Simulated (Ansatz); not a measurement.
CH4FNS, SMILES NC(F)S, a rigid scan of one bond angle

With the Python package of Ansatz (0.2.0).

The cells in order, each with its output:

**Cell 1**
```python
import ansatz
from ase import Atoms
```

**Cell 2**
```python
atoms = Atoms(['N', 'C', 'F', 'S', 'H', 'H', 'H', 'H'], positions=[
    (0.0917, 1.1793, -0.3903),
    (0.3635, -0.0391, 0.2117),
    (1.2591, -0.6388, -0.5831),
    (-1.0278, -1.0505, 0.2782),
    (-0.1673, 1.0047, -1.3919),
    (-0.8336, 1.5528, 0.0059),
    (0.8161, 0.1021, 1.2154),
    (-0.4094, -2.1676, 0.5983),
])

first = (
    ansatz.Crystal.molecule_from_ase(atoms).calculation()
    .basis(gaussian='def2-SVP')
    .functional('hf')
    .relax(force_tolerance=0.02, max_steps=80)
)
atoms.positions = first.run().report['positions_ang']

rows = []
for angle in [90, 100, 110, 120, 135, 150, 165, 179]:
    bent = atoms.copy()
    bent.set_angle(1, 3, 7, angle, indices=[7])
    job = (
        ansatz.Crystal.molecule_from_ase(bent).calculation()
        .basis(gaussian='def2-SVP')
        .functional('hf')
    )
    rows.append((angle, job.run().report['free_energy_ev']))
floor = min(e for _, e in rows)
for angle, e in rows:
    print(f'angle C1-S3-H7 = {angle:3d} deg   {1000 * (e - floor):9.1f} meV')
```
Output:
```text
angle C1-S3-H7 =  90 deg        44.3 meV
angle C1-S3-H7 = 100 deg         0.0 meV
angle C1-S3-H7 = 110 deg       123.3 meV
angle C1-S3-H7 = 120 deg       393.9 meV
angle C1-S3-H7 = 135 deg      1031.2 meV
angle C1-S3-H7 = 150 deg      1867.0 meV
angle C1-S3-H7 = 165 deg      2734.3 meV
angle C1-S3-H7 = 179 deg      3250.3 meV
```

The scan is rigid, and the energies are electronic, in a modest basis. The zero is the lowest point of the grid, which needn't be the minimum. The whole script took 19 s on 1 thread of AMD EPYC 7B13 (Zen 3), with other jobs on the host, peak memory 0.22 GiB.
